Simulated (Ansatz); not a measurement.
1T (CdI2-type) PtSe₂, treated with rVV10 (plane waves, PAW; Ansatz, a quantum-chemistry and plane-wave program).

Settings: plane-wave cutoff 500 eV, 12×12×8 k mesh (along the axes of the cell as run), Fermi–Dirac smearing 0.05 eV, scalar-relativistic PAW data made under PBE.

Computed at the level's own relaxed cell.

**Question.** Estimate the equilibrium volume per atom, equilibrium lattice constant a and c axis length that the calculation returns.

**Answer.** 
* **equilibrium volume per atom**: 21.76 Å³/atom
* **equilibrium lattice constant a**: 3.826 Å
* **c axis length**: 5.150 Å

Measured, for comparison: lattice constant a 3.727 Å (temperature not stated, no zero-point or thermal correction; as tabulated in Björkman (2014), arXiv:1406.2436); lattice parameter c 5.074 Å (temperature not stated, zero-point anharmonic expansion removed (computed with revB86b-DF2); no thermal correction; as tabulated in Björkman (2014), arXiv:1406.2436). Computed (rounded) less measured: lattice constant a +2.7 %, lattice parameter c +1.5 %.

Spin–orbit coupling is not included.

The result took about 2.2 core-minutes (a rough figure).
